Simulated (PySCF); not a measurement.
Species: aminoacetonitrile, C2H4N2.
Bonds: N1–C2 (triple), C2–C3, C3–N4. Hydrogens: H5, H6 on C3; H7, H8 on N4.

All values: wB97X-D/pcSseg-2 (PySCF, non-relativistic), on one gas-phase PBE0-D3(BJ)/def2-TZVP geometry that isn't relaxed in the solvent. The solvent is an IEF-PCM continuum (Bondi radii, 1.10 Å for H, scaled by 1.2). Only the electrostatic response of the medium enters.

Gas phase at wB97X-D/pcSseg-2: HOMO -9.97 eV, LUMO 1.73 eV, dipole 2.70 D.

Question: What does the continuum do to the energy, the frontier levels and the dipole at wB97X-D/pcSseg-2 in chloroform?

Answer: 
| solvent | ε | E(solvent) − E(gas) (kcal/mol) | polarisation term (kcal/mol) | distortion of the solute (kcal/mol) | HOMO (eV) | LUMO (eV) | dipole (D) |
| --- | --- | --- | --- | --- | --- | --- | --- |
| chloroform | 4.711 | -6.77 | -7.66 | 0.89 | -9.75 | 2.02 | 3.24 |

The polarisation term is half the interaction of the solute with the surface charges that it induces; the rest is the cost of distorting the solute's density. The sum is the electrostatic part of solvation alone.

Question: Which radius a makes the point-dipole formula ΔE = −[(ε − 1)/(2ε + 1)]·μ²/a³ give the value in chloroform, with the gas-phase dipole?

Answer: μ = 1.061 au and |ΔE| = 0.01079 Eh give a = 1.77 Å; the farthest nucleus lies 2.39 Å from the centroid of the nuclei, so such a sphere wouldn't even hold the nuclei. The formula assumes a rigid point dipole at the centre of a sphere.

Conformer computed: `[N:1]#[C:2][CH2:3][NH2:4]`: H–N4–C3–C2 -59°, H–N4–C3–C2 59°.

wB97X-D is run here without its empirical dispersion term; that term would change no orbital, density or response property at a fixed geometry.
